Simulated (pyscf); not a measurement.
A first-order saddle from PySCF, ωB97X-D3(BJ)/def2-SVP:

```xyz
11

C      0.7991     0.9443     0.2469
Al    -1.0598     0.4045     0.0953
O     -1.4286    -1.4091    -0.1531
O     -2.2897     1.2490    -0.7514
H      1.3370     0.3258     0.9844
H      0.9073     1.9977     0.5561
H      1.3204     0.8327    -0.7199
H     -2.1972    -1.6293    -0.6978
H     -2.3061     2.1771    -0.9879
H     -1.7141    -0.2036     1.6523
H     -1.7511    -1.0200     0.9768
```

Surface: singlet, charge 0. Lowest wavenumbers (cm⁻¹): 1240i, 70, 161, 198, 242.

### Question
Name the species on either side of this saddle.

### Answer
H₃C–Al(OH)–OH (SMILES [CH3][Al]([OH])[OH]) + H₂ (SMILES [H][H]) ⇌ H₃C–AlH–OH (SMILES [CH3][AlH][OH]) + H₂O (SMILES O), a four-centre exchange read from left to right: Al–O, H–H broken and Al–H, H–O formed. At ωB97M-D3(BJ)/def2-TZVP it lies +1.04 eV from the left side and -0.22 eV from the right (each side as separated species at their lowest minima found). On the product side the descent ends in an adduct with a Al–O contact, 0.92 eV under the separated species and 0.67 eV under the saddle at ωB97X-D3(BJ)/def2-TZVP. At ωB97M-D3(BJ) the saddle lies under the separated products, which points to a path from their complex (located at ωB97X-D3(BJ) alone), and parting the products costs more than the saddle. What is counted as broken (Al–O) persists as a longer contact in the product adduct; parting that adduct is a step of its own. At the saddle there is also a short Al–H contact that neither side keeps. One saddle was located; it need not be the lowest between these sides.
